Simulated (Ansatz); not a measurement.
**AlClFH3 (built from SMILES Cl.[F][AlH2]): Born-Oppenheimer dynamics**

Aim: follow the atoms for 80 steps of 0.25 fs with a Nosé-Hoover thermostat, with velocities drawn for 500 K, and see to which side of the barrier the system falls.

Program: Ansatz 0.2.0, Gaussian basis. Level of theory: wB97X-V/6-31G. These are calculated values, not measurements.

### 1 Starting geometry

The start, a first-order saddle point found at PBE0-D4 in triple zeta: 6 atoms, charge 0, spin multiplicity 1.

Atoms are counted from 1 here; the program's logs count them from 0.

Bond lengths: Al1–F2 1.793 Å, Al1–H3 1.572 Å, Al1–H4 1.572 Å, Al1–Cl6 2.382 Å, H5–Cl6 1.473 Å. Angles: F2–Al1–H3 111.8°, F2–Al1–H4 111.8°, F2–Al1–Cl6 75.5°, H3–Al1–H4 127.8°, H3–Al1–Cl6 108.8°, H4–Al1–Cl6 108.8°, Al1–Cl6–H5 59.1°.

As a file:

| atom | x (Å) | y (Å) | z (Å) |
| --- | --- | --- | --- |
| Al1 | -0.4259 | 0.3293 | -0.3967 |
| F2 | -0.5756 | -0.6687 | 1.0854 |
| H3 | -0.8989 | -0.4520 | -1.6769 |
| H4 | -0.5907 | 1.8622 | -0.0878 |
| H5 | 0.6828 | -0.7511 | 0.9610 |
| Cl6 | 1.8082 | -0.3196 | 0.1148 |

### 2 Dynamics

The input, md/in.yaml:

```yaml
crystal:
  periodic: [false, false, false]
  atoms:
    - {symbol: Al, position_ang: [-0.425872, 0.329255, -0.396749]}
    - {symbol: F, position_ang: [-0.575582, -0.668719, 1.085439]}
    - {symbol: H, position_ang: [-0.898869, -0.451951, -1.676874]}
    - {symbol: H, position_ang: [-0.590702, 1.862198, -0.087770]}
    - {symbol: H, position_ang: [0.682794, -0.751094, 0.961021]}
    - {symbol: Cl, position_ang: [1.808230, -0.319590, 0.114833]}
basis:
  gaussian: {orbitals: 6-31G}
hamiltonian: {xc: {name: wB97X-V}}
md: {n_steps: 80, timestep: 0.25, temperature: 500, ensemble: nvt_nose_hoover, seed: 987, initial_velocities: maxwell_boltzmann}
```

The run is started by

```sh
$ ansatz run in.yaml --threads 2 --pin off --events-out ev --progress --plain --max-ram 4352MiB
```

What does the calculation give? Wanted: temperature at the start; mean temperature, second half; lowest and highest potential energy, from the first frame; largest change of potential + kinetic; bonds lost by distance.

**Answer**, as computed:

| quantity | value |
| --- | --- |
| length | 80 steps, 20.0 fs |
| temperature at the start | 500 K |
| mean temperature, second half | 698 K |
| lowest and highest potential energy, from the first frame | -141 and 0 meV |
| largest change of potential + kinetic | 3.4 meV |
| bonds lost by distance | H5–Cl6 |

In words: By the last frame it has moved towards the side where Al1–Cl6, F2–H5 form. The thermostat trades energy with the molecule, so the sum of potential and kinetic energy isn't conserved: it changes by -3 meV over the run. The mean temperature of the second half is still well above the 500 K set. The instant temperature ranges from 500 to 766 K, as energy passes between motion and strain.
